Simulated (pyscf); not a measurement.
Single points on ωB97X-D3(BJ)/def2-SVP structures (PySCF, gas phase). MP2 and CC: frozen core, UHF for open shells. ΔMP2 is the change of the MP2 total energy from the triple- to the quadruple-zeta basis.

Task: What are the homolytic bond dissociation enthalpies (298 K) of F–GaH₂ (SMILES [F][GaH2]) at CCSD(T)/def2-TZVPP + ΔMP2(QZVPP), weakest first?

Result: Ga–H to [F–GaH]• + H•: 81.3 kcal/mol; F–Ga to F• + GaH₂•: 135.2 kcal/mol. Ring and multiple bonds, and those that leave no two simple radicals, are not listed. The radicals are drawn with the spin at the cut bond; how far it spreads was not checked. The CCSD(T) − MP2 part came from Ansatz, without density fitting, on the same reference. The frozen core leaves the outer d or s,p core shells of the metals and heavy elements correlated in the MP2 and CC values, and def2-TZVPP describes them poorly, which can shift differences by a few kcal/mol. Left out: the spin-orbit lowering of F. Elements up to Kr have no core potential and no relativistic terms here.
